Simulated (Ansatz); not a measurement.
A nudged elastic band was laid between two geometries of BH3O + FH (7 atoms, charge 0, multiplicity 1).

Theory: RKS BHLYP-D4/cc-pVDZ (Ansatz 0.2.0).

| Property | Result |
| --- | --- |
| movable images | 8 |
| climbing image | no |
| spring | 5.0 eV/Å² |
| optimiser | quadratic models (default) |
| start path | through a guess of the saddle point |
| force threshold | 0.03 eV/Å |
| iteration limit | 60 |
| end points | relaxed |

Initial state:

```xyz
7
Properties=species:S:1:pos:R:3
B -0.161 -0.442 -0.032
O -0.464 0.181 1.131
H -1.103 -0.273 1.677
H 0.633 0.102 -0.737
H -0.686 -1.485 -0.304
F 0.723 2.523 1.467
H 0.270 1.717 1.446
```

Final state:

```xyz
7
Properties=species:S:1:pos:R:3
B -0.027 0.295 -0.088
O -0.101 -0.006 1.632
H -0.997 0.177 1.927
H 1.139 0.067 -0.291
H -0.869 -0.480 -0.469
F -0.386 1.625 -0.133
H 0.456 0.645 2.069
```

Question: What changes between the two ends?

Answer: Bonds broken: F6–H7. Bonds formed: B1–F6, O2–H7. BH3O + FH becomes BFH4O.

Question: What energy profile does the band end with?

Answer: It converged. The highest image is number 6 of 0 to 9, 0.62 eV above the first end and 0.84 eV above the last; the last end lies 0.22 eV below the first. No image climbed, so the highest image needn't sit at the top of the path. The orbitals stay closed-shell, which can raise the energy where a bond breaks towards radicals; this wasn't checked here.

```json
{"image": "0", "path coordinate (Å)": "0.00", "energy (eV)": "0.00", "F6–H7 (Å)": "0.92", "B1–F6 (Å)": "3.44", "O2–H7 (Å)": "1.73"}
{"image": "1", "path coordinate (Å)": "0.51", "energy (eV)": "0.01", "F6–H7 (Å)": "0.92", "B1–F6 (Å)": "3.31", "O2–H7 (Å)": "1.74"}
{"image": "2", "path coordinate (Å)": "1.02", "energy (eV)": "0.04", "F6–H7 (Å)": "0.92", "B1–F6 (Å)": "3.14", "O2–H7 (Å)": "1.78"}
{"image": "3", "path coordinate (Å)": "1.54", "energy (eV)": "0.07", "F6–H7 (Å)": "0.92", "B1–F6 (Å)": "2.90", "O2–H7 (Å)": "1.85"}
{"image": "4", "path coordinate (Å)": "2.05", "energy (eV)": "0.11", "F6–H7 (Å)": "0.92", "B1–F6 (Å)": "2.53", "O2–H7 (Å)": "1.90"}
{"image": "5", "path coordinate (Å)": "2.56", "energy (eV)": "0.37", "F6–H7 (Å)": "0.95", "B1–F6 (Å)": "2.01", "O2–H7 (Å)": "1.61"}
{"image": "6", "path coordinate (Å)": "3.07", "energy (eV)": "0.62", "F6–H7 (Å)": "1.27", "B1–F6 (Å)": "1.60", "O2–H7 (Å)": "1.12"}
{"image": "7", "path coordinate (Å)": "3.58", "energy (eV)": "-0.14", "F6–H7 (Å)": "1.89", "B1–F6 (Å)": "1.40", "O2–H7 (Å)": "0.97"}
{"image": "8", "path coordinate (Å)": "4.09", "energy (eV)": "-0.21", "F6–H7 (Å)": "2.33", "B1–F6 (Å)": "1.38", "O2–H7 (Å)": "0.96"}
{"image": "9", "path coordinate (Å)": "4.60", "energy (eV)": "-0.22", "F6–H7 (Å)": "2.55", "B1–F6 (Å)": "1.38", "O2–H7 (Å)": "0.96"}
```

Question: What is the geometry of the highest image?

Answer: 
```xyz
7
Properties=species:S:1:pos:R:3
B 0.039 0.118 0.095
O -0.025 0.059 1.639
H -0.882 -0.247 1.943
H 1.124 -0.183 -0.296
H -0.966 -0.287 -0.420
F -0.026 1.709 0.271
H -0.050 1.153 1.416
```

The band took 15 iterations and roughly 2.4 core-minutes.

Time of the run: 2.4 min on 1 thread of Intel(R) Xeon(R) Platinum 8488C (Sapphire Rapids), on a shared host, peak memory 0.13 GiB.
